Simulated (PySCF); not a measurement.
# Level of theory and bond dissociation enthalpies: methylene fluoride

Structure: `FCF` (CH2F2). Non-hydrogen atoms are numbered in `[F:1][CH2:2][F:3]`.

All levels share the PBE0-D3(BJ)/def2-SVP structures and the PBE0-D3(BJ)/def2-SVP thermal terms; only the single-point energies (PySCF) change. Values are bond dissociation enthalpies (298 K, kJ/mol).

```csv
level,C2–H,F1–C2,time
HF/ma-def2-TZVP,322,320,1.7 s
MP2/ma-def2-TZVP,408,518,8.1 s
CCSD(T)/ma-def2-TZVP,413,487,7.4 min
M06-2X/def2-TZVP,418,502,–
```

Times are wall times for all single points of a level on 1 thread of Arm Neoverse V1, a shared host; the dash marks the run that also made the structures.

Hartree-Fock leaves out electron correlation, so its bond energies come out too low, often by 100 kJ/mol or more.

The widest spread is that of F1–C2: 198 kJ/mol, from 320 to 518.

---

# Level of theory and bond dissociation enthalpies: borane

Structure: `B` (BH3). Numbering: `[BH3:1]`

All levels share the PBE0-D3(BJ)/def2-SVP structures and the PBE0-D3(BJ)/def2-SVP thermal terms; only the single-point energies (PySCF) change. Values are bond dissociation enthalpies (298 K, kJ/mol).

```jsonl
{"level": "HF/aug-cc-pVTZ", "B1–H": "343", "time": "0.5 s"}
{"level": "MP2/aug-cc-pVTZ", "B1–H": "425", "time": "2.8 s"}
{"level": "M06-2X/def2-TZVP", "B1–H": "434", "time": "–"}
{"level": "CCSD(T)/aug-cc-pVTZ", "B1–H": "435", "time": "37 s"}
```

Times are wall times for all single points of a level on 1 thread of Arm Neoverse V1, a shared host; the dash marks the run that also made the structures.

Hartree-Fock leaves out electron correlation, so its bond energies come out too low, often by 100 kJ/mol or more.

The spread: 92 kJ/mol, from 343 to 435.

---

# `FBCl` (BClFH): bond dissociation enthalpies at several levels

Non-hydrogen atoms are numbered in `[F:1][BH:2][Cl:3]`.

All levels share the PBE0-D3(BJ)/def2-SVP structures and the PBE0-D3(BJ)/def2-SVP thermal terms; only the single-point energies (PySCF) change. Values are bond dissociation enthalpies (298 K, kJ/mol).

```tsv
level	B2–H	B2–Cl3	F1–B2	time
HF/ma-def2-TZVP	352	392	530	2.4 s
MP2/ma-def2-TZVP	424	528	723	9.6 s
PBE0-D3(BJ)/def2-TZVP	425	518	687	–
CCSD(T)/ma-def2-TZVP	435	509	691	5.8 min
```

Times are wall times for all single points of a level on 1 thread of Arm Neoverse V1, a shared host; the dash marks the run that also made the structures.

Hartree-Fock leaves out electron correlation, so its bond energies come out too low, often by 100 kJ/mol or more.

The widest spread is that of F1–B2: 192 kJ/mol, from 530 to 723.

Note: spin-orbit coupling is left out of the energies, which matters for open shells on the heavier atoms.

Differences come from unrounded values, so a last digit can differ from that of the printed terms.
